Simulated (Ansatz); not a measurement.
# Scan of BCl⁺, doublet

Starting geometry (PBE0/def2-TZVP stationary point for this spin):

```xyz
2

B     0.0000    0.0000    0.0000
Cl    0.0000    0.0000    1.5964
```

From there Cl2 moves along the line of the two atoms named below, all else staying in place; atoms are numbered as listed. Energies are in kcal/mol, counted from the starting geometry at the same level.

Basis 6-31G; Ansatz 0.2.0. Only valence electrons are correlated (noble-gas cores frozen). R marks a restricted (for open shells ROHF) determinant.

Coupled cluster chose its determinant by trial CCSD, here up to 0.05 eV above the lowest Hartree–Fock solution of its kind. The reference follows the lowest state, whose symmetry changes along the scan.

Full CI is exact within this basis and frozen core; it isn't the basis-set limit.

```
distance B1-Cl2 (Å)  RCCSD
              1.283  113.4
              1.457   22.1
              1.596    0.0
              1.752    0.0
              1.921   11.5
              2.172   29.1
              2.501   28.7
              2.950   27.7
              3.574   30.4
              4.204   32.2
              5.492   33.4
```

Q: Estimate the full CI curve in 6-31G from this one, knowing how RCCSD errs.

A: The computed full CI values, in kcal/mol from the starting point, and the error of RCCSD against them:
```json
{"distance B1-Cl2 (Å)": "1.283", "full CI": "114.8", "RCCSD less full CI": "-1.4"}
{"distance B1-Cl2 (Å)": "1.457", "full CI": "22.7", "RCCSD less full CI": "-0.6"}
{"distance B1-Cl2 (Å)": "1.596", "full CI": "0.0", "RCCSD less full CI": "0.0"}
{"distance B1-Cl2 (Å)": "1.752", "full CI": "-0.6", "RCCSD less full CI": "0.6"}
{"distance B1-Cl2 (Å)": "1.921", "full CI": "10.5", "RCCSD less full CI": "1.1"}
{"distance B1-Cl2 (Å)": "2.172", "full CI": "28.6", "RCCSD less full CI": "0.4"}
{"distance B1-Cl2 (Å)": "2.501", "full CI": "31.1", "RCCSD less full CI": "-2.4"}
{"distance B1-Cl2 (Å)": "2.950", "full CI": "30.5", "RCCSD less full CI": "-2.8"}
{"distance B1-Cl2 (Å)": "3.574", "full CI": "33.5", "RCCSD less full CI": "-3.1"}
{"distance B1-Cl2 (Å)": "4.204", "full CI": "35.4", "RCCSD less full CI": "-3.2"}
{"distance B1-Cl2 (Å)": "5.492", "full CI": "36.6", "RCCSD less full CI": "-3.2"}
```

The error spans 4.2 kcal/mol and is largest, -3.2 kcal/mol, at 5.492 Å.
